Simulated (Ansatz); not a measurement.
# AlPH (quartet): the correlation ladder, def2-TZVPP

The task here is to estimate one member of a computed series from the others.

Program: Ansatz 0.2.0, Gaussian basis. Level of theory: def2-TZVPP, core rule «outside noble gas», up to 10 orbitals frozen. These are calculated values, not measurements.

The runs, in order: UHF; ROHF; CCSD(T) on UHF.

### What is computed

The geometry is a PBE0/def2-TZVP stationary point (not a proven minimum).

3 atoms, charge 0, spin multiplicity 4.

Atoms are counted from 1 here; the program's logs count them from 0.

Bond lengths: Al1–P2 2.386 Å, Al1–H3 1.614 Å. Angles: P2–Al1–H3 114.3°.

Set-up of the first run:

in.yaml reads:

```yaml
crystal:
  periodic: [false, false, false]
  atoms:
    - {symbol: Al, position_ang: [0.000000, -0.107696, 1.237712]}
    - {symbol: P, position_ang: [0.000000, 0.051009, -1.143237]}
    - {symbol: H, position_ang: [0.000000, 1.315423, 1.999097]}
basis:
  gaussian: {orbitals: def2-TZVPP}
magnetization: {spin_polarized: true, initial_magnetization: 3}
hamiltonian: {xc: hf}
output: {orbitals: {seedname: orbitals}}
```

The run is started by

```
$ ansatz run in.yaml --threads 1 --pin off --events-out ev --progress --plain --max-ram 4096MiB --backend cpu
```

Among the steps run: UHF; ROHF; CCSD(T) on UHF.

One table of the session follows, with a row left open; its other results are not shown here.

```
  method  from UCCSD(T) (meV)
    ROHF                    ?
     UHF              +5277.8
    UMP2              +1122.6
   UCCSD               +215.3
UCCSD(T)                    0
```

**Question.** Estimate the row for ROHF.

As computed: from UCCSD(T) (meV): +5456.6. In the column «from UCCSD(T) (meV)» it is the highest.

With the free atoms at the same levels and basis (separate runs), the atomisation energy is 4.095 eV at UCCSD(T), 3.021 eV at ROHF.
